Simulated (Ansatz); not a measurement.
Equilibrium lattice constant a (Å) of solids drawn from the class of elemental solids other than molecular ones, at two levels: PBEsol (PAW; Ansatz, a first-principles code), and r²SCAN in Ansatz (plane waves, PAW).

```csv
solid,PBEsol,r²SCAN,shift (%)
bcc Li,3.434,3.477,+1.25
bcc Rb,5.569,5.747,+3.20
bcc W,3.154,3.169,+0.48
fcc Pb,4.933,4.994,+1.24
bcc Fe,2.788,2.866,+2.80
bcc Nb,3.271,3.303,+0.98
```

The shifts run from +0.48 % to +3.20 %, with a median of +1.24 %.

Over all 6 rows r²SCAN is the larger in 6.

Ansatz's runs of these crystals have no spin polarisation, but for bcc Fe. Meta-GGA and hybrid levels favour moments, which can bear on bcc Fe.

Density-functional runs with spin start from parallel moments for bcc Fe.

Spin–orbit coupling is left out, also for the solids with elements from indium on (bcc W, fcc Pb); its size isn't shown.

Ansatz's density-functional and Hartree–Fock values are scalar-relativistic unless marked +SOC, with PAW data made under PBE.
